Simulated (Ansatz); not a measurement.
## H3Si (charge +1), SMILES [SiH3+]: a short molecular-dynamics run, step by step

With Ansatz's Python interface.

Contents of `h3si.xyz`:
```text
4

Si    0.00831   -0.00063   -0.00475
H     0.68079    0.67248    1.10921
H    -0.12064   -1.45991   -0.00836
H    -0.56846    0.78806   -1.09610
```

Notebook, run cell by cell (the value of a cell's last expression is shown):

**Cell 1**
```python
import warnings

import ansatz as az
import numpy as np
```

**Cell 2**
```python
BASIS = "6-31G"
XC = "pbe"
CHARGE = 1
N_STEPS = 20
TEMPERATURE_K = 800

warnings.simplefilter("ignore", az.DeckWarning)
```

**Cell 3**
```python
h3si = az.Crystal.molecule_from_extxyz("h3si.xyz")
```

**Cell 4**
```python
base = h3si.calculation().basis(gaussian=BASIS).functional(XC).charge(CHARGE)
symbols = [site.symbol for site in h3si.cartesian_sites]
start = np.array([site.position_ang for site in h3si.cartesian_sites], dtype=float)
summary = base.relax(force_tolerance=0.02).run(threads=1, pin="off").report
end = np.array(summary["positions_ang"])
minimum = az.Crystal.molecule()
for symbol, place in zip(symbols, end):
    minimum = minimum.atom(symbol, place.tolist())
```

**Cell 5**
```python
# dynamics from the relaxed geometry
base = (
    minimum.calculation()
    .basis(gaussian=BASIS)
    .functional(XC)
    .charge(CHARGE)
    .md("nvt_nose_hoover", timestep=0.25, steps=N_STEPS, temperature=TEMPERATURE_K, initial_velocities="maxwell_boltzmann", seed=91, thermostat_time=50)
)
frames = []
result = base.session().plan().execute(on_event=lambda e: frames.append(e["data"]) if e["event"] == "md_step" else None)
print("t (fs)   E_pot (eV)      E_kin (eV)   T (K)   d(0-1) (A)")
for f in frames[::3]:
    xyz = np.array(f["positions_ang"])
    print(f"{f['time_fs']:6.2f} {f['lagrangian_ev']:14.5f} {f['e_kin_ev']:10.5f} {f['temperature_k']:8.1f} {np.linalg.norm(xyz[0] - xyz[1]):9.4f}")
kept = np.array([f["conserved_ev"] for f in frames])
print(f"conserved energy moves by at most {1000 * np.ptp(kept):.3f} meV")
```
Output:
```text
t (fs)   E_pot (eV)      E_kin (eV)   T (K)   d(0-1) (A)
  0.00    -7910.98553    0.20682    800.0    1.5022
  0.75    -7910.97935    0.20065    776.1    1.5092
  1.50    -7910.96235    0.18368    710.5    1.5157
  2.25    -7910.93839    0.15976    618.0    1.5214
  3.00    -7910.91228    0.13371    517.2    1.5258
  3.75    -7910.88851    0.11001    425.5    1.5284
  4.50    -7910.87022    0.09178    355.0    1.5291
conserved energy moves by at most 0.136 meV
```

Total energies depend on the basis set; only differences at equal settings carry meaning. The trajectory is only some femtoseconds long, so its temperature is not equilibrated; where the script doesn't relax first, it starts from a rough generated geometry. The temperature counts the internal degrees of freedom alone. Run time: 5.7 s on 1 thread of INTEL(R) XEON(R) PLATINUM 8581C CPU @ 2.30GHz (Emerald Rapids), with other jobs on the host, peak memory 0.16 GiB.
